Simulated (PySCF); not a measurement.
Isomers of C2H2F2, one conformer each; single-point electronic energies without zero-point terms and without any empirical dispersion term.

All values: wB97X-D/pcSseg-2 (PySCF, non-relativistic), each on one gas-phase PBE0-D3(BJ)/def2-TZVP geometry that isn't relaxed in the solvent. The solvent is an IEF-PCM continuum (Bondi radii, 1.10 Å for H, scaled by 1.2). The model holds no explicit solvent molecules, cavitation or dispersion.

```csv
isomer,"relative energy, gas (kJ/mol)",dipole (D)
`C=C(F)F`,0.0,1.21
`F/C=C\F`,41.5,2.36
`F/C=C/F`,45.0,0.00
```

**Question.** How do the relative energies look in chloroform (ε = 4.711)?

**Answer.** 
```tsv
isomer	relative energy, solvent (kJ/mol)	E(solvent) − E(gas) (kJ/mol)	dipole in solvent (D)
`C=C(F)F`	0.0	-4.7	1.43
`F/C=C\F`	36.5	-9.8	2.74
`F/C=C/F`	41.5	-8.2	0.00
```

The order is unchanged. `F/C=C\F` gains most from the continuum, and it has the largest gas-phase dipole. The gains span 5.1 kJ/mol, the gas-phase energies 45.0 kJ/mol.
